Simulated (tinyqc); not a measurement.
Inside a calculation. Method: FCI on RHF in the sto-6g basis, frozen core, for HF, spin multiplicity 1. Computed by tinyqc, a small Python program that keeps every step (integrals from PySCF). Settings: charge = 0, multiplicity = 1, basis = sto-6g, method = RHF, frozen orbitals = 1, energy threshold = 1e-10, iteration cap = 82, orthogonalisation = canonical, start = atomic densities, DIIS depth = 6, ci = FCI. Command: `OMP_NUM_THREADS=1 python tinyqc.py 22292 22293 out.jsonl` (the two numbers bound the seeds that draw the settings). One thread of a shared host (Intel(R) Xeon(R) Processor @ 2.60GHz), about 0.2 s of CPU time with the checks. The early iterations of the SCF are left out here.

## One-electron integrals

Geometry (angstrom):
```
atom        x        y        z
F     0.00000  0.00000  0.00000
H     0.00000  0.00000  1.07500
```

Basis sto-6g: exponents (1/bohr^2) and contraction coefficients of normalised primitives:
```
element  l (shell)    exponent  coefficient
F            s (1)  1728.62657      0.00916
F            s (1)   316.94179      0.04936
F            s (1)    88.66889      0.16854
F            s (1)    30.46016      0.37056
F            s (1)    11.82857      0.41649
F            s (1)     4.87166      0.13033
F            s (2)    67.03228     -0.01325
F            s (2)    13.26744     -0.04699
F            s (2)     4.12351     -0.03379
F            s (2)     1.58646      0.25024
F            s (2)     0.68900      0.59512
F            s (2)     0.31582      0.24071
F            p (3)    67.03228      0.00376
F            p (3)    13.26744      0.03768
F            p (3)     4.12351      0.17390
F            p (3)     1.58646      0.41804
F            p (3)     0.68900      0.42586
F            p (3)     0.31582      0.10171
H            s (1)    35.52322      0.00916
H            s (1)     6.51314      0.04936
H            s (1)     1.82214      0.16854
H            s (1)     0.62596      0.37056
H            s (1)     0.24308      0.41649
H            s (1)     0.10011      0.13033
```

Overlap, kinetic and nuclear-attraction integrals over the contracted functions; the nuclear repulsion is the sum of Za Zb / Rab.

nuclear repulsion = 4.4303208 hartree

overlap S, lower triangle:
```
          1F 1s    1F 2s   1F 2px   1F 2py   1F 2pz    2H 1s
1F 1s   1.00000
1F 2s   0.23248  1.00000
1F 2px  0.00000  0.00000  1.00000
1F 2py  0.00000  0.00000  0.00000  1.00000
1F 2pz  0.00000  0.00000  0.00000  0.00000  1.00000
2H 1s   0.03517  0.35344  0.00000  0.00000  0.29098  1.00000
```

kinetic energy T (hartree), lower triangle:
```
           1F 1s    1F 2s   1F 2px   1F 2py   1F 2pz    2H 1s
1F 1s   37.39773
1F 2s   -1.14335  1.08230
1F 2px   0.00000  0.00000  3.25133
1F 2py   0.00000  0.00000  0.00000  3.25133
1F 2pz   0.00000  0.00000  0.00000  0.00000  3.25133
2H 1s   -0.00476  0.05884  0.00000  0.00000  0.16142  0.76852
```

nuclear attraction V (hartree), lower triangle:
```
            1F 1s      1F 2s     1F 2px     1F 2py     1F 2pz     2H 1s
1F 1s   -78.31471
1F 2s    -7.98015  -11.96642
1F 2px    0.00000    0.00000  -11.93975
1F 2py    0.00000    0.00000    0.00000  -11.93975
1F 2pz   -0.01159   -0.13490    0.00000    0.00000  -12.01823
2H 1s    -1.38427   -3.12977    0.00000    0.00000   -2.26467  -5.56877
```

core Hamiltonian H = T + V (hartree), lower triangle:
```
            1F 1s      1F 2s    1F 2px    1F 2py    1F 2pz     2H 1s
1F 1s   -40.91698
1F 2s    -9.12350  -10.88412
1F 2px    0.00000    0.00000  -8.68842
1F 2py    0.00000    0.00000   0.00000  -8.68842
1F 2pz   -0.01159   -0.13490   0.00000   0.00000  -8.76690
2H 1s    -1.38903   -3.07093   0.00000   0.00000  -2.10324  -4.80025
```

## Two-electron integrals

Functions are numbered as in S; the eight-fold symmetry (ij|kl) = (ji|kl) = (kl|ij) leaves the list below.

Two-electron integrals (ij|kl) in chemists' order, unique and non-zero (hartree):
```
(11|11) 5.40624   (21|11) 0.76813   (21|21) 0.13891   (22|11) 1.26627
(22|21) 0.28399   (22|22) 0.92637   (31|31) 0.02945   (32|31) 0.04468
(32|32) 0.20475   (33|11) 1.26627   (33|21) 0.28399   (33|22) 0.92637
(33|33) 0.99808   (41|41) 0.02945   (42|41) 0.04468   (42|42) 0.20475
(43|43) 0.05379   (44|11) 1.26627   (44|21) 0.28399   (44|22) 0.92637
(44|33) 0.89051   (44|44) 0.99808   (51|51) 0.02945   (52|51) 0.04468
(52|52) 0.20475   (53|53) 0.05379   (54|54) 0.05379   (55|11) 1.26627
(55|21) 0.28399   (55|22) 0.92637   (55|33) 0.89051   (55|44) 0.89051
(55|55) 0.99808   (61|11) 0.12379   (61|21) 0.02146   (61|22) 0.04294
(61|33) 0.04287   (61|44) 0.04287   (61|51) 0.00093   (61|52) 0.00183
(61|55) 0.04308   (61|61) 0.00337   (62|11) 0.31653   (62|21) 0.07207
(62|22) 0.26268   (62|33) 0.25894   (62|44) 0.25894   (62|51) 0.00523
(62|52) 0.03962   (62|55) 0.27014   (62|61) 0.01114   (62|62) 0.09263
(63|31) 0.00796   (63|32) 0.04573   (63|53) 0.00825   (63|63) 0.01351
(64|41) 0.00796   (64|42) 0.04573   (64|54) 0.00825   (64|64) 0.01351
(65|11) 0.21693   (65|21) 0.05009   (65|22) 0.19514   (65|33) 0.18692
(65|44) 0.18692   (65|51) 0.01112   (65|52) 0.07341   (65|55) 0.21159
(65|61) 0.00808   (65|62) 0.08447   (65|65) 0.08992   (66|11) 0.48069
(66|21) 0.11151   (66|22) 0.46762   (66|33) 0.45213   (66|44) 0.45213
(66|51) 0.01004   (66|52) 0.10638   (66|55) 0.49859   (66|61) 0.01736
(66|62) 0.21468   (66|65) 0.22695   (66|66) 0.77500
```

## Orthogonalisation

S = U s U^T; canonical form X = U s^(-1/2), so that X^T S X = 1. Each column of U has its largest component positive (the first on a tie).

eigenvalues of S: 0.51700  0.85017  1.00000  1.00000  1.12436  1.50846

X:
```
               1         2         3        4         5        6
1F 1s    0.33222   0.74055   0.00000  0.00000  -0.57937  0.25655
1F 2s   -0.82843  -0.43123   0.00000  0.00000  -0.34900  0.48178
1F 2px   0.00000   0.00000  -0.52573  0.85065   0.00000  0.00000
1F 2py   0.00000   0.00000   0.85065  0.52573   0.00000  0.00000
1F 2pz  -0.55038   0.59098   0.00000  0.00000   0.60433  0.30007
2H 1s    0.91359  -0.30430   0.00000  0.00000   0.25829  0.52436
```

Within a degenerate level the vectors are fixed only up to a rotation; this is one choice.

## Iteration 7 (converged): orbitals

converged F (hartree), lower triangle:
```
            1F 1s     1F 2s    1F 2px    1F 2py    1F 2pz     2H 1s
1F 1s   -26.24835
1F 2s    -6.37049  -2.89864
1F 2px    0.00000   0.00000  -0.47115
1F 2py    0.00000   0.00000   0.00000  -0.47115
1F 2pz   -0.01874  -0.05397   0.00000   0.00000  -0.28794
2H 1s    -0.97237  -0.86198   0.00000   0.00000  -0.50394  -0.41683
```

Diagonalise F' = X^T F X, C = X C', fill 5 alpha and 5 beta electrons from the bottom; D = 2 C_occ C_occ^T. Each column has its largest component positive (the first on a tie).

F' = X^T F X (hartree), lower triangle:
```
          1          2         3         4          5         6
1  -0.63599
2  -3.23906  -10.59990
3   0.00000    0.00000  -0.47115
4   0.00000    0.00000   0.00000  -0.47115
5   2.58347   10.49638   0.00000   0.00000  -11.54795
6  -1.26458   -6.04318   0.00000   0.00000    6.70172  -4.98993
```

orbital energies (hartree): MO1 -26.25156, MO2 -1.44852, MO3 -0.54449, MO4 -0.47115, MO5 -0.47115, MO6 0.47081

coefficients C:
```
             MO1       MO2       MO3       MO4      MO5       MO6
1F 1s    0.99716  -0.24173   0.06012   0.00000  0.00000   0.06243
1F 2s    0.01234   0.97524  -0.33559   0.00000  0.00000  -0.40286
1F 2px   0.00000   0.00000   0.00000  -0.63995  0.76841   0.00000
1F 2py   0.00000   0.00000   0.00000   0.76841  0.63995   0.00000
1F 2pz   0.00144   0.04990   0.69266   0.00000  0.00000  -0.79068
2H 1s   -0.00252   0.11896   0.56349   0.00000  0.00000   0.96811
```

D after iteration 7, lower triangle:
```
           1F 1s     1F 2s   1F 2px   1F 2py   1F 2pz    2H 1s
1F 1s    2.11274
1F 2s   -0.48725   2.12775
1F 2px   0.00000   0.00000  2.00000
1F 2py   0.00000   0.00000  0.00000  2.00000
1F 2pz   0.06203  -0.36754  0.00000  0.00000  0.96454
2H 1s    0.00522  -0.14624  0.00000  0.00000  0.79247  0.66335
```

Within a degenerate level the vectors are fixed only up to a rotation; this is one choice.

## Convergence

Stop when the energy changes by less than 1e-10 hartree and every element of the error matrix X^T (F D S - S D F) X is below 3e-06.

Course of the cycle:
```
iteration   E (hartree)     change  largest element of the error matrix
1          -100.1937324          -                             7.82e-01
2           -99.4408189   7.53e-01                             1.98e-01
3           -99.4863535  -4.55e-02                             2.53e-02
4           -99.4869810  -6.27e-04                             3.87e-03
5           -99.4869884  -7.45e-06                             4.12e-05
6           -99.4869884  -1.22e-09                             1.12e-06
7           -99.4869884  -1.61e-12                             8.54e-09
```

PySCF RHF in the same basis = -99.4869884 hartree

Converged in 7 iterations.

## Integrals over molecular orbitals

(pq|rs) = sum C_ip C_jq C_kr C_ls (ij|kl), one index at a time.

one-electron integrals over orbitals h = C^T H C (hartree), lower triangle:
```
           1         2         3         4         5         6
1  -40.90362
2    0.72405  -9.20138
3   -0.17480   0.55190  -7.24858
4    0.00000   0.00000   0.00000  -8.68842
5    0.00000   0.00000   0.00000   0.00000  -8.68842
6   -0.19027   1.00606   2.06351   0.00000   0.00000  -6.08415
```

Two-electron integrals over orbitals (pq|rs), unique and non-zero (hartree); the lowest 1 orbital is frozen and left out:
```
(22|22) 0.86660    (32|22) -0.03720   (32|32) 0.14856    (33|22) 0.72931
(33|32) -0.03011   (33|33) 0.72238    (42|42) 0.18597    (43|42) -0.03524
(43|43) 0.04114    (44|22) 0.88961    (44|32) -0.07373   (44|33) 0.71913
(44|44) 0.99808    (52|52) 0.18597    (53|52) -0.03524   (53|53) 0.04114
(54|54) 0.05379    (55|22) 0.88961    (55|32) -0.07373   (55|33) 0.71913
(55|44) 0.89051    (55|55) 0.99808    (62|22) -0.11003   (62|32) -0.06268
(62|33) -0.02956   (62|44) -0.10738   (62|55) -0.10738   (62|62) 0.09310
(63|22) -0.20265   (63|32) 0.08998    (63|33) -0.10904   (63|44) -0.22073
(63|55) -0.22073   (63|62) 0.04791    (63|63) 0.20386    (64|42) -0.03558
(64|43) -0.01896   (64|64) 0.03004    (65|52) -0.03558   (65|53) -0.01896
(65|65) 0.03004    (66|22) 0.66109    (66|32) 0.05939    (66|33) 0.66391
(66|44) 0.63850    (66|55) 0.63850    (66|62) -0.06192   (66|63) -0.01779
(66|66) 0.70049
```

## FCI: determinants and Hamiltonian

one-electron integrals dressed by the frozen orbital, h + 2 (pq|11) - (p1|1q) (hartree), lower triangle:
```
          2         3         4         5         6
2  -6.81169
3   0.29175  -5.37117
4   0.00000   0.00000  -6.18684
5   0.00000   0.00000   0.00000  -6.18684
6   0.61751   1.29669   0.00000   0.00000  -4.37616
```

energy of the frozen orbital, 2 h_11 + (11|11) = -76.4254480 hartree

Hartree-Fock energy = -99.4869884 hartree

Slater-Condon rules over spin orbitals, with the nuclear repulsion and the energy of the frozen orbital added and E(HF) subtracted on the diagonal. Only determinants linked to the reference directly or through others are kept (one block of an abelian symmetry group), so some states are absent.

Occupation strings over the orbitals (2 doubly, a alpha, b beta, 0 empty; spin orbitals ordered 1a 1b 2a 2b ...): 222220 22a22b 2a222b 22b22a 2b222a 222202 222022 220222 2ab222 2ba222 202222

H - E(HF) between determinants (hartree), lower triangle:
```
          222220    22a22b    2a222b    22b22a    2b222a    222202    222022    220222
222220   0.00000
22a22b   0.00000   0.55525
2a222b   0.00000  -0.01148   1.35135
22b22a   0.00000  -0.20386  -0.04791   0.55525
2b222a   0.00000  -0.04791  -0.09310  -0.01148   1.35135
222202   0.03004   0.01896   0.03558  -0.01896  -0.03558   1.08857
222022   0.03004   0.01896   0.03558  -0.01896  -0.03558   0.05379   1.08857
220222   0.20386   0.09125  -0.08998  -0.09125   0.08998   0.04114   0.04114   1.20555
2ab222  -0.04791   0.08998  -0.18486  -0.03236   0.06268   0.03524   0.03524   0.10098
2ba222   0.04791  -0.03236   0.06268   0.08998  -0.18486  -0.03524  -0.03524  -0.10098
202222   0.09310   0.06268   0.04811  -0.06268  -0.04811   0.18597   0.18597   0.14856

          2ab222    2ba222   202222
2ab222   2.01140
2ba222  -0.14856   2.01140
202222   0.10807  -0.10807  2.94762
```

## FCI: roots

Diagonalise (each vector has its largest component positive (the first on a tie)); all determinants have Ms = 0, so triplets appear too. The lowest singlet root is the correlation energy.

lowest roots of this matrix, relative to E(HF) (hartree): -0.04028  0.34588  0.71271  1.03479  1.06348  1.22421  1.23699  1.40978

lowest vectors:
```
          root 1    root 2    root 3    root 4
222220   0.98452   0.00000  -0.05988   0.00000
22a22b   0.01717   0.70542   0.68004   0.00000
2a222b  -0.00394   0.04279  -0.07956   0.00000
22b22a  -0.01717   0.70542  -0.68004   0.00000
2b222a   0.00394   0.04279   0.07956   0.00000
222202  -0.01771   0.00000  -0.00704   0.70711
222022  -0.01771   0.00000  -0.00704  -0.70711
220222  -0.16503   0.00000  -0.22884   0.00000
2ab222   0.02931  -0.02335  -0.05599   0.00000
2ba222  -0.02931  -0.02335   0.05599   0.00000
202222  -0.02298   0.00000  -0.01042   0.00000
```

<S^2> of these roots: 0.00000  2.00000  0.00000  0.00000  0.00000  0.00000  2.00000  0.00000

weight of the ground state by excitation level 0, 1, 2, ...: 0.96927  0.00062  0.03011
